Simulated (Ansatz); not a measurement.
System: C$_{2}$H$_{5}$, charge 0, doublet. C2H5 (SMILES [CH2]C, doublet).
B3LYP-D3(BJ)/def2-TZVP minimum from Ansatz (a quantum-chemistry and plane-wave program):
```
C
H 1 1.0926
H 1 1.0926 2 108.27
H 1 1.1011 2 106.35 3 113.94
C 1 1.4831 2 111.85 4 122.36
H 5 1.0812 1 120.96 2 154.81
H 5 1.0812 6 117.62 1 -172.29
```
Charge 0, spin multiplicity 2.

Property: atomisation energy (electronic, to ground-state atoms), in kJ/mol. UHF or UKS for unpaired electrons; spin-orbit terms are left out. CBS(X,Y): correlation extrapolated as X^-3, Hartree-Fock from the larger set (Q,5: extrapolated as (X+1)exp(-9√X)). A bracket is a step between two methods taken in the basis named. The functionals are non-relativistic, so their misses hold any scalar relativity. 'core' is core correlation in cc-pwCVTZ, 'X2C' scalar relativity in cc-pVTZ-DK, both at CCSD(T). Where a partner has so few electrons that a lower coupled-cluster level is exact, that level stands in.

CCSD(T)/CBS(cc-pVQZ,cc-pV5Z) + [CCSDT(Q) - CCSD(T)]/cc-pVTZ + core + X2C (Ansatz) gives 2526.2 kJ/mol.

Question: How far off this value is PBE/def2-TZVPD (Ansatz), in which direction, and which of these levels come nearer: r2SCAN/def2-TZVPD, B3LYP/def2-TZVPD, CCSD(T)/CBS(cc-pVQZ,cc-pV5Z) + core + X2C?

Answer: PBE gives 2558.2 kJ/mol, 32.0 kJ/mol above it. Differences of the others: r2SCAN/def2-TZVPD (Ansatz) 16.4; B3LYP/def2-TZVPD (Ansatz) 2.2; CCSD(T)/CBS(cc-pVQZ,cc-pV5Z) + core + X2C (Ansatz) -0.3 kJ/mol. Nearer than PBE: r2SCAN/def2-TZVPD, B3LYP/def2-TZVPD, CCSD(T)/CBS(cc-pVQZ,cc-pV5Z) + core + X2C.
